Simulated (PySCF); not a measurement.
**C$_{3}$H$_{6}$O, SMILES `CCC=O` (C–C–C–O torsion 124°) (charge 0, multiplicity 1)**

Computed with PBE-D3(BJ)/def2-TZVP // B3LYP-D3(BJ)/def2-TZVP (PySCF).

```
Quantity                              Value
-------------  ----------------------------
HOMO                               -5.79 eV
dipole moment                        2.78 D
HOMO–LUMO gap                       3.88 eV
LUMO                               -1.91 eV
total energy                   -192.9810 Ha
cost           very roughly 50 core-seconds
```

```xyz
10

C     -1.0471    -0.1298     0.4936
C      0.0343    -0.1752    -0.5911
C      1.3447     0.3639    -0.0858
O      1.9642     1.2645    -0.5888
H     -1.9690    -0.5890     0.1366
H     -1.2709     0.8990     0.7794
H     -0.7317    -0.6679     1.3901
H     -0.2571     0.3871    -1.4786
H      0.2057    -1.2167    -0.8883
H      1.7269    -0.1359     0.8330
```
